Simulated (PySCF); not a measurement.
**fluorocyclopentane: 4 charge schemes on one density**

Compound: fluorocyclopentane, C5H9F.
Atom-mapped SMILES: `[F:1][CH:2]1[CH2:3][CH2:4][CH2:5][CH2:6]1` (hydrogens: H7 on C2; H8, H9 on C3; H10, H11 on C4; H12, H13 on C5; H14, H15 on C6)

Cartesian coordinates in Å at the GFN2-xTB level; atoms count from 1:
```xyz
15
C5H9F angstrom
F      1.0551   -1.7741   -1.0137
C      0.7566   -1.0106    0.1024
C      1.1950    0.4431   -0.1332
C     -0.0576    1.2947    0.0919
C     -1.2023    0.3569   -0.2824
C     -0.7596   -0.9754    0.3196
H      1.2898   -1.4952    0.9269
H      2.0173    0.7327    0.5187
H      1.5319    0.5308   -1.1666
H     -0.0466    2.2052   -0.5046
H     -0.1386    1.5735    1.1439
H     -1.2708    0.2697   -1.3674
H     -2.1647    0.6884    0.1035
H     -1.2355   -1.8348   -0.1493
H     -0.9744   -0.9969    1.3883
```

Density: PBE0/pcSseg-1 (PySCF); schemes: Mulliken, IAO, Hirshfeld and ESP-fitted. Isolated species at its GFN2-xTB geometry (one conformer only).

Problem. Atoms with like bonding are taken together and averaged. Do the Mulliken, IAO, Hirshfeld and ESP-fitted schemes agree on where the charge is highest?

Solution. All schemes agree: Mulliken C2 (+0.153); IAO C2 (+0.177); Hirshfeld C2 (+0.068); ESP-fitted C2 (+0.309).

Problem. For which atoms does the sign change between the 4 schemes (beyond +0.03 e in one, beyond −0.03 e in another)?

Solution. For none.

Problem. Give the atomic charges in each scheme.

Solution. In e; atoms taken as equivalent share a row and are averaged (×n: the atom named and its like, n in all):

| atom | environment | Mulliken | IAO | Hirshfeld | ESP-fitted |
| --- | --- | --- | --- | --- | --- |
| F1 | alkyl fluorine | -0.348 | -0.339 | -0.129 | -0.304 |
| C2 | sp3 C–F carbon | +0.153 | +0.177 | +0.068 | +0.309 |
| C3/C6 | ring CH2 carbon | -0.212 | -0.288 | -0.080 | -0.102 |
| C4/C5 | ring CH2 carbon | -0.238 | -0.262 | -0.070 | -0.011 |
| H7 | methine hydrogen | +0.095 | +0.132 | +0.038 | +0.002 |
| H8/H15 | methylene hydrogen | +0.122 | +0.139 | +0.042 | +0.026 |
| H9/H14 | methylene hydrogen | +0.135 | +0.154 | +0.042 | +0.052 |
| H10/H12 | methylene hydrogen | +0.124 | +0.137 | +0.040 | +0.020 |
| H11/H13 | methylene hydrogen | +0.119 | +0.133 | +0.038 | +0.011 |

Mean size of the charges over all atoms: IAO 0.192 e, Mulliken 0.166 e, ESP-fitted 0.070 e, Hirshfeld 0.057 e. Each set sums to the total charge, 0, to within 0.001 e. The Mulliken scheme counts on each atom the diagonal of the density matrix times the overlap matrix over that atom's basis functions.

Some averages cover members that differ in this geometry: C3/C6, ESP-fitted -0.121 to -0.083; H10/H12, ESP-fitted +0.003 to +0.037; H9/H14, ESP-fitted +0.036 to +0.068 e.

Problem. How many electrons does the IAO scheme count on C5?

Solution. Its own charge is -0.262 e, so Z − q = 6.262.

Problem. How closely do the schemes follow one another over all atoms?

Solution. Correlation coefficient and root-mean-square difference: Mulliken with IAO 0.99, 0.034 e; Mulliken with Hirshfeld 0.99, 0.118 e; IAO with Hirshfeld 0.99, 0.143 e; Hirshfeld with ESP-fitted 0.77, 0.083 e; Mulliken with ESP-fitted 0.71, 0.127 e; IAO with ESP-fitted 0.69, 0.150 e.

Problem. Sum the charges by element, for elements with more than one atom.

Solution. 
```tsv
element	atoms	Mulliken	IAO	Hirshfeld	ESP-fitted
C	5	-0.746	-0.921	-0.231	+0.084
H	9	+1.094	+1.260	+0.361	+0.220
```
